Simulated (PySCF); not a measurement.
## Spin–spin coupling constants

Geometry (Å), atoms numbered from 1 in this order:
```xyz
10

C    -0.6065    0.0993   -0.9242
C     0.0973   -0.0592    0.3838
N    -0.3103   -0.8500    1.2897
C     1.3472    0.7689    0.6087
O     1.9803    0.6990    1.6280
H     0.0618   -0.1594   -1.7621
H    -0.9209    1.1449   -1.0768
H    -1.4890   -0.5511   -0.9527
H     0.3407   -0.7781    2.0865
H     1.6543    1.4508   -0.2236
```

Couplings: B3LYP/pcJ-1 (spin–dipole term only in couplings to heteroatoms) in PySCF, geometry PBE0-D3(BJ)/def2-SVP; gas phase, one conformer, non-relativistic. Couplings are averaged over pairs made equivalent by symmetry, fast rotation or ring inversion, so a value needn't be that of the named pair in this geometry, while other rotamers aren't included; one pair stands for each set, and the list holds those of at least 1.5 Hz over up to four bonds, among pairs with at least one C or N or H atom (others weren't computed).

Isotopes: $^{13}$C, $^{1}$H, $^{15}$N, $^{17}$O. Couplings to quadrupolar nuclei such as 17O and 33S are rarely resolved in practice.

```tsv
pair	bonds	J (Hz)
C1, C2	1	53.6
C1, H6	1	134.7
C2, N3	1	-2.9
C2, C4	1	42.4
N3, H9	1	-47.3
C4, O5	1	?
C4, H10	1	?
C1, N3	2	?
C1, C4	2	14.2
C2, O5	2	?
C2, H6	2	-6.8
C2, H9	2	-11.3
C2, H10	2	?
O5, H10	2	-4.2
H6, H7	2	?
C1, H9	3	17.1
N3, O5	3	3.5
N3, H6	3	?
C4, H6	3	5.0
C4, H9	3	12.9
H6, H9	4	-1.7
H9, H10	4	2.8
```

Task: Estimate the withheld couplings, with signs.

Result: 
- $^{1}J$(C4,O5) = 34.4 Hz (bond length 1.202 Å)
- $^{1}J$(C4,H10) = 180.0 Hz (bond length 1.119 Å)
- $^{2}J$(C1,N3) = -10.8 Hz (angle at C2 123°)
- $^{2}J$(C2,O5) = -2.8 Hz (angle at C4 122°)
- $^{2}J$(C2,H10) = 27.5 Hz (angle at C4 117°)
- $^{2}J$(H6,H7) = -16.5 Hz (mean over equivalent pairs that range from -21.1 to -14.2 Hz in this conformer)
- $^{3}J$(N3,H6) = -3.1 Hz
